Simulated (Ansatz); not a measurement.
Geometry optimisation, RKS PBE0-D4/6-31G* in Ansatz.

Input:

```yaml
crystal:
  periodic: [false, false, false]
  atoms:
    - { symbol: Si, position_ang: [0.0, 0.0, 0.0] }
    - { symbol: Si, position_ang: [0.0, 0.0, 2.57] }
    - { symbol: H, position_ang: [-1.3148, -0.4067, 3.0574] }
    - { symbol: H, position_ang: [1.0096, -0.9353, 3.0574] }
    - { symbol: H, position_ang: [0.3052, 1.342, 3.0574] }
    - { symbol: H, position_ang: [1.3768, 0.0, -0.4862] }
    - { symbol: H, position_ang: [-0.6877, 1.1914, -0.4862] }
    - { symbol: H, position_ang: [-0.6877, -1.1914, -0.4862] }
    - { symbol: O, position_ang: [-1.879, 0.0, 0.6243] }
    - { symbol: H, position_ang: [-2.4241, -0.6297, 0.053] }
    - { symbol: H, position_ang: [-1.3879, 0.0, 1.7744] }
basis:
  gaussian: { orbitals: "6-31G*" }
hamiltonian:
  xc: pbe0
  dispersion: d4
relax:
  f_tol: 0.15
  max_steps: 25
  restrain:
    - { distance: [0, 8], at: 2.88, k: 30.0 }
    - { distance: [10, 1], at: 2.66, k: 30.0 }
    - { distance: [0, 1], at: 2.22, k: 30.0 }
    - { distance: [10, 8], at: 1.01, k: 30.0 }
```

Run as:

```bash
$ ansatz run input.yaml --threads 1 --pin off --max-ram 2048MiB --backend cpu --events-out ev --progress --plain --runs-dir out
```

Q: Where does it end, and by what steps?

A: It converged. The restraints hold the end off the free minimum. After 8 steps the energy has fallen by 3.888 eV (the restraints' own energy left out); H11 moved furthest, 1.02 Å. Parted: Si1–O9 (1.98 → 2.88 Å), Si2–H11 (1.60 → 2.67 Å).

```json
{"step": "0", "energy less start (eV)": "0.0000", "largest force component (eV/Å)": "3.932", "accepted": "yes"}
{"step": "1", "energy less start (eV)": "-1.3693", "largest force component (eV/Å)": "3.274", "accepted": "yes"}
{"step": "2", "energy less start (eV)": "-1.9708", "largest force component (eV/Å)": "4.505", "accepted": "yes"}
{"step": "3", "energy less start (eV)": "-2.5186", "largest force component (eV/Å)": "4.051", "accepted": "yes"}
{"step": "4", "energy less start (eV)": "-3.3219", "largest force component (eV/Å)": "2.443", "accepted": "yes"}
{"step": "5", "energy less start (eV)": "-3.7878", "largest force component (eV/Å)": "1.349", "accepted": "yes"}
{"step": "6", "energy less start (eV)": "-3.8088", "largest force component (eV/Å)": "1.109", "accepted": "yes"}
{"step": "7", "energy less start (eV)": "-3.8512", "largest force component (eV/Å)": "1.314", "accepted": "yes"}
{"step": "8", "energy less start (eV)": "-3.8878", "largest force component (eV/Å)": "1.199", "accepted": "yes"}
```

```xyz
11
Properties=species:S:1:pos:R:3
Si 0.273 0.011 0.124
Si 0.186 0.015 2.378
H -1.084 -0.507 2.983
H 1.265 -0.859 2.932
H 0.396 1.390 2.919
H 1.725 -0.013 -0.250
H -0.311 1.227 -0.494
H -0.321 -1.231 -0.443
O -2.535 0.158 0.758
H -2.931 -0.535 0.211
H -2.353 -0.287 1.617
```

Run time: 33 s on 1 thread of Arm Neoverse V1, with other jobs on the host, peak memory 0.13 GiB.
